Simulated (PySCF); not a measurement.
How well do the runs reproduce experiment for C6H10?

**Measured values to compare with.**

From NIST CCCBDB Release 22 (SRD 101), experimental dipoles, for the gas: dipole moment 0.661 ± 0.004 D.

How close the calculation comes is told at the end.

Compound: C6H10.
SMILES with atom numbers: `[CH:1]#[C:2][C:3]([CH3:4])([CH3:5])[CH3:6]` (hydrogens: H7 on C1; H8, H9, H10 on C4; H11, H12, H13 on C5; H14, H15, H16 on C6)

Structure used (PBE0-D3(BJ)/def2-SVP), in Å, numbered top down from 1:
```xyz
16
C6H10 angstrom
C      0.422    2.384    1.046
C      0.227    1.289    0.566
C     -0.007   -0.040   -0.017
C     -1.332   -0.599    0.522
C     -0.080    0.088   -1.546
C      1.150   -0.971    0.374
H      0.595    3.355    1.471
H     -1.303   -0.693    1.618
H     -1.522   -1.596    0.094
H     -2.173    0.058    0.258
H     -0.255   -0.901   -1.998
H      0.857    0.494   -1.952
H     -0.901    0.756   -1.846
H      1.224   -1.068    1.467
H      2.109   -0.586   -0.002
H      0.987   -1.973   -0.054
```

The PySCF runs (gas phase, on this PBE0-D3(BJ)/def2-SVP geometry; no spin–orbit coupling):

```
                             level                                                                      job  basis functions
PBE0-D3(BJ)/def2-SVP, grid level 1                              geometry optimisation from an MMFF94s start              134
                     PBE0/pcSseg-1                                  shieldings, charges and field gradients              152
                       B3LYP/pcJ-1  spin–spin couplings from 16 perturbed nuclei, spin–dipole term left out              262
```

## Comparison

**Dipole moment.** Measured: 0.661 D (NIST CCCBDB Release 22 (SRD 101), experimental dipoles).

```json
{"level": "PBE0-D3(BJ)/def2-SVP", "computed (D)": "0.667", "computed − measured (D)": "+0.006", "% (from the printed values)": "+1"}
{"level": "PBE0/pcSseg-1", "computed (D)": "0.701", "computed − measured (D)": "+0.040", "% (from the printed values)": "+6"}
{"level": "B3LYP/pcJ-1", "computed (D)": "0.669", "computed − measured (D)": "+0.008", "% (from the printed values)": "+1"}
```

All 3 levels lie above the measurement. The computed dipoles belong to one fixed geometry; measured ones are averaged over vibrations unless marked μe. Magnitudes are compared, not signs.

No measured geometry was used, and the causes of the misses weren't examined.
